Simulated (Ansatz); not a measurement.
**Nudged elastic band run: HOS2**

input.yaml

```yaml
crystal:
  periodic: [false, false, false]
  atoms:
    - { symbol: S, position_ang: [-1.400046, -0.419568, 0.903771] }
    - { symbol: O, position_ang: [-0.44055, 0.809756, 0.346073] }
    - { symbol: S, position_ang: [0.981401, 0.484677, -0.621298] }
    - { symbol: H, position_ang: [0.859195, -0.874865, -0.628546] }
magnetization:
  spin_polarized: true
  initial_magnetization: 1
basis:
  gaussian: { orbitals: cc-pVDZ }
hamiltonian:
  xc: b3lyp
  dispersion: d4
neb:
  order_check: false
  images: 7
  f_tol: 0.05
  max_iterations: 60
  final_atoms:
    - { symbol: S, position_ang: [-1.64924196, 0.48514669, 1.12813427] }
    - { symbol: O, position_ang: [-0.50208299, -0.38679722, 0.3095372] }
    - { symbol: S, position_ang: [0.78491696, 0.52156732, -0.48905448] }
    - { symbol: H, position_ang: [1.36640798, -0.61991679, -0.948617] }
  initial_path:
    images:
      - { positions_ang: [[-1.400046, -0.419568, 0.903771], [-0.44055, 0.809756, 0.346073], [0.981401, 0.484677, -0.621298], [0.859195, -0.874865, -0.628546]] }
      - { positions_ang: [[-1.41419055, -0.35053975, 0.98475909], [-0.48670088, 0.73422346, 0.26552922], [0.99818698, 0.45532452, -0.5251207], [0.90270444, -0.83900822, -0.7251676]] }
      - { positions_ang: [[-1.4283351, -0.2815115, 1.06574717], [-0.53285175, 0.65869091, 0.18498544], [1.01497297, 0.42597204, -0.42894341], [0.94621388, -0.80315145, -0.8217892]] }
      - { positions_ang: [[-1.44247964, -0.21248325, 1.14673526], [-0.57900263, 0.58315837, 0.10444165], [1.03175895, 0.39661956, -0.33276611], [0.98972332, -0.76729467, -0.9184108]] }
      - { positions_ang: [[-1.45662419, -0.143455, 1.22772335], [-0.6251535, 0.50762582, 0.02389787], [1.04854494, 0.36726708, -0.23658882], [1.03323275, -0.73143789, -1.0150324]] }
      - { positions_ang: [[-1.50477863, 0.01369542, 1.20282608], [-0.59438587, 0.28402006, 0.0953077], [0.98263794, 0.40584214, -0.29970523], [1.11652656, -0.70355762, -0.99842855]] }
      - { positions_ang: [[-1.55293307, 0.17084584, 1.17792881], [-0.56361824, 0.0604143, 0.16671754], [0.91673095, 0.4444172, -0.36282165], [1.19982037, -0.67567734, -0.9818247]] }
      - { positions_ang: [[-1.60108751, 0.32799627, 1.15303154], [-0.53285062, -0.16319146, 0.23812737], [0.85082396, 0.48299226, -0.42593806], [1.28311418, -0.64779707, -0.96522085]] }
      - { positions_ang: [[-1.64924196, 0.48514669, 1.12813427], [-0.50208299, -0.38679722, 0.3095372], [0.78491696, 0.52156732, -0.48905448], [1.36640798, -0.61991679, -0.948617]] }
```

Run as:

```bash
$ ansatz run input.yaml --threads 1 --pin off --max-ram 2048MiB --backend cpu --events-out ev --progress --plain --runs-dir out
```

Output, in part (warnings, iteration lines, the closing report on the highest movable image, with atoms numbered from 0):

```
NEB end point (image 0): max|allowed force component| = 4.178e-4 eV/Å (the criterion of neb.relax_end_points is 1.000e-2)
NEB end point (image 8): max|allowed force component| = 3.351e-3 eV/Å (the criterion of neb.relax_end_points is 1.000e-2)
NEB iter   1: max|band force component| = 1.019e1 eV/Å  barrier→ = 2.0184 eV  barrier← = 2.0199 eV  Δτ_max = 0.0694 Å  (430 SCF iters)
NEB iter   2: max|band force component| = 5.280e0 eV/Å  barrier→ = 0.9546 eV  barrier← = 0.9561 eV  Δτ_max = 0.1164 Å  (285 SCF iters)
NEB iter   3: max|band force component| = 2.349e0 eV/Å  barrier→ = 0.3559 eV  barrier← = 0.3574 eV  Δτ_max = 0.1586 Å  (285 SCF iters)
NEB iter   4: max|band force component| = 3.481e-1 eV/Å  barrier→ = 0.0556 eV  barrier← = 0.0572 eV  CI = image 6  Δτ_max = 0.0711 Å  (282 SCF iters)
NEB iter   5: max|band force component| = 2.562e-1 eV/Å  barrier→ = 0.0386 eV  barrier← = 0.0401 eV  CI = image 4  Δτ_max = 0.0369 Å  (276 SCF iters)
NEB iter   6: max|band force component| = 1.078e-1 eV/Å  barrier→ = 0.0391 eV  barrier← = 0.0406 eV  CI = image 4  Δτ_max = 0.0089 Å  (283 SCF iters)
NEB iter   7: max|band force component| = 3.142e-2 eV/Å  barrier→ = 0.0390 eV  barrier← = 0.0406 eV  CI = image 4  Δτ_max = 0.0000 Å  (609 SCF iters)
Total energy: -23732.57638788 eV, -872.1560957367 hartree
Atom 0 at    -1.445404    -0.129667     1.279514 Å, force     0.007650     0.008263    -0.016780 eV/Å
Atom 1 at    -0.674963     0.496014    -0.054965 Å, force    -0.021866    -0.008002     0.019275 eV/Å
Atom 2 at     1.082949     0.342700    -0.179808 Å, force     0.014221    -0.003254    -0.004784 eV/Å
Atom 3 at     1.037418    -0.709047    -1.044740 Å, force    -0.000004     0.002993     0.002289 eV/Å
Dipole moment:     0.221353    -0.215302    -0.072459 e Å
```

It converged. A vibrational analysis at the climbing image gives one clearly imaginary mode, 107i cm⁻¹: a first-order saddle point.

Final band (atoms are numbered from 1 in the order of the input):

```csv
image,path coordinate (Å),energy (eV),dihedral S1–O2–S3–H4 (°)
0,0.00,0.000,0
1,0.26,0.008,28
2,0.53,0.023,54
3,0.79,0.035,78
4,1.05,0.039,101
5,1.29,0.034,121
6,1.52,0.021,141
7,1.76,0.006,160
8,1.99,-0.002,-180
```

Time of the run: 78 s on 1 thread of Intel(R) Xeon(R) 6975P-C (Granite Rapids), on a shared host, peak memory 0.16 GiB.
